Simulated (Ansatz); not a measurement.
Input for Ansatz (development build ahead of 0.2.0):

```yaml
crystal:
  periodic: [false, false, false]
  atoms:
    - { symbol: C, position_ang: [0.04717, -0.03595, -0.68976] }
    - { symbol: O, position_ang: [0.05236, -0.10766, 0.62425] }
    - { symbol: H, position_ang: [-0.00437, 0.80684, 1.05313] }
    - { symbol: H, position_ang: [0.05548, -0.98556, -1.091] }
    - { symbol: H, position_ang: [-0.38906, 0.83731, -1.25226] }
basis:
  gaussian: { orbitals: STO-3G }
magnetization:
  spin_polarized: true
  initial_magnetization: 1
hamiltonian:
  xc: hf
correlation:
  method: mp2
  frozen_orbitals: { C: 1, H: 0, O: 1 }
```

The input is written out in the form of the current development build from the run's settings.

The run gave:

```
Converged                       : yes
Reference energy                : -112.90229 hartree
Correlation energy              : -0.07592 hartree
Total energy                    : -112.97822 hartree
Spin squared of the determinant : 0.759
```
